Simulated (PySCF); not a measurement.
Species: ethyl chloride, C2H5Cl.
Bonds: C1–C2, C2–Cl3. Hydrogens: H4, H5, H6 on C1; H7, H8 on C2.

Level: wB97X-D/pcSseg-2 in PySCF, non-relativistic, on one gas-phase PBE0-D3(BJ)/def2-TZVP geometry that isn't relaxed in the solvent. The solvent is an IEF-PCM continuum (cavity from Bondi-type radii × 1.2). Specific hydrogen bonds and non-electrostatic terms are outside this model.

Gas phase at wB97X-D/pcSseg-2: HOMO -10.27 eV, LUMO 2.17 eV, dipole 2.19 D.

Task: What does the continuum do to the energy, the frontier levels and the dipole at wB97X-D/pcSseg-2 in chloroform?

Result: 
```json
{"solvent": "chloroform", "ε": "4.711", "E(solvent) − E(gas) (kJ/mol)": "-8.52", "polarisation term (kJ/mol)": "-9.69", "distortion of the solute (kJ/mol)": "1.17", "HOMO (eV)": "-10.34", "LUMO (eV)": "2.39", "dipole (D)": "2.66"}
```

Polarisation term: ½ Σ q·V over the induced surface charges. Distortion: the rise of the solute's own energy as its density leaves the gas-phase optimum.

Task: Which radius a makes the point-dipole formula ΔE = −[(ε − 1)/(2ε + 1)]·μ²/a³ give the value in chloroform, with the gas-phase dipole?

Result: μ = 0.863 au and |ΔE| = 0.00324 Eh give a = 2.30 Å; the farthest nucleus lies 2.09 Å from the centroid of the nuclei. The formula assumes a rigid point dipole at the centre of a sphere.

Hardware: an Arm Neoverse N1 with one thread, shared host. Cost: 20 s wall, 0.78 GiB resident at most. This is the whole shielding run at wB97X-D/pcSseg-2 in chloroform, SCF included.

Note: wB97X-D ran without an empirical dispersion term, which enters the total energy and its gradient alone.
